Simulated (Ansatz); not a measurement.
## Ansatz input wanted

[CClF3]+: 5 atoms, total charge +1, spin state doublet. SMILES of the parent species: `FC(F)(F)Cl`. The coordinates come from a PBE0-D4/def2-TZVP relaxation. That shape belongs to the parent species and isn't relaxed for this state.

```xyz
5

F     0.2137    0.0191    1.3261
C    -0.0022   -0.0825    0.0261
F    -1.2496   -0.4746   -0.1671
F     0.8117   -0.9990   -0.4685
Cl    0.2763    1.4633   -0.7580
```

Settings wanted:

```
basis set  : def2-SVPD
task       : energy
method     : DFT
functional : BHLYP
dispersion : none
reference  : UKS
accuracy   : high
```

Q: Give an Ansatz 0.2.0 job that does this.

A: This one ran through:

run.yaml:
```yaml
crystal:
  periodic: [false, false, false]
  atoms:
    - symbol: F
      position_ang: [0.213700, 0.019100, 1.326100]
    - symbol: C
      position_ang: [-0.002200, -0.082500, 0.026100]
    - symbol: F
      position_ang: [-1.249600, -0.474600, -0.167100]
    - symbol: F
      position_ang: [0.811700, -0.999000, -0.468500]
    - symbol: Cl
      position_ang: [0.276300, 1.463300, -0.758000]
basis:
  gaussian:
    orbitals: def2-SVPD
total_charge: 1
magnetization:
  spin_polarized: true
  initial_magnetization: 1
hamiltonian:
  xc: {name: BHLYP}
accuracy: high
output: {orbitals: {seedname: orbitals}}
```

```bash
$ ansatz run run.yaml --threads 1 --pin off --max-ram 3480MiB --events-out events.jsonl --progress --plain --runs-dir runs
```

Calculated total energy: -796.84061 Eh.
